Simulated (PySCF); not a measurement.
ClF under electron impact: the energy ladder

CCSD(T) extrapolated to the basis-set limit (PySCF; ClF CCSD(T)/CBS(TQ)+CV+SR, ClF⁺ CCSD(T)/CBS(TQ)+CV+SR; CV core-valence, SR scalar-relativistic term); no spin–orbit coupling.

```json
{"species": "ClF", "state (unpaired electrons)": "singlet (closed shell)", "Re (Å)": "1.628", "ωe (cm⁻¹)": "792", "energy of the minimum from the neutral (eV)": "0.00", "De (eV)": "2.69", "dissociates to": "Cl + F"}
{"species": "ClF⁺", "state (unpaired electrons)": "doublet (π ↑)", "Re (Å)": "1.532", "ωe (cm⁻¹)": "934", "energy of the minimum from the neutral (eV)": "12.71", "De (eV)": "2.97", "dissociates to": "Cl⁺ + F"}
```

**Question.** Work out the lowest energy to break ClF into atoms, from its vibrational ground state.

**Answer.** D0 = De − ωe/2 = 2.69 − 0.05 = 2.64 eV (composite CCSD(T)).

**Question.** Work out the ionisation energy of the Cl atom at this level and the threshold of dissociative ionisation.

**Answer.** IE(Cl) = 12.71 + 2.97 − 2.69 = 12.99 eV, so Cl⁺ + F + e⁻ appears at D0 + IE(Cl) = 15.63 eV (composite CCSD(T)). The measured IE(Cl) is 12.968 eV (NIST ASD).

These are thermodynamic thresholds; the onsets seen under electron impact lie higher where the geometry changes, and cross-sections peak well above them.

For an ion De counts to the pair picked by the measured ionisation energies or electron affinities, which need not be the lowest pair at this level. Where the molecule has an RHF reference, its open-shell atoms are computed with UHF. States were picked by a PBE0 search and need not be the measured ground states.
